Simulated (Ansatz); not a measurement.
System: rock-salt MgS. Method: G0W0@r²SCAN (plane waves, hard PAW, contour deformation; Ansatz, a program for electronic structure).

The same calculation (at the measured cell, 17.609 Å³/atom) with different numerical settings; throughout: k mesh 2×2×2:

```tsv
run	response cutoff (eV)	empty bands	quasiparticle gap on the mesh (eV)	quasiparticle gap at Γ (eV)	rough time
1	100	147	3.940	5.208	4 core-s
2	150	270	4.050	5.268	6 core-s
3	200	416	4.099	5.296	20 core-s
4	250	581	4.134	5.317	20 core-s
5	300	763	(withheld)	(withheld)	20 core-s
```

Problem. Complete the blanks.

Solution. 
- 5, quasiparticle gap on the mesh (eV): 4.152
- 5, quasiparticle gap at Γ (eV): 5.328

In the column quasiparticle gap on the mesh (eV) the first row differs from the last by -0.212 and the next to last by -0.018.

The last row is no converged limit: other settings stay fixed.
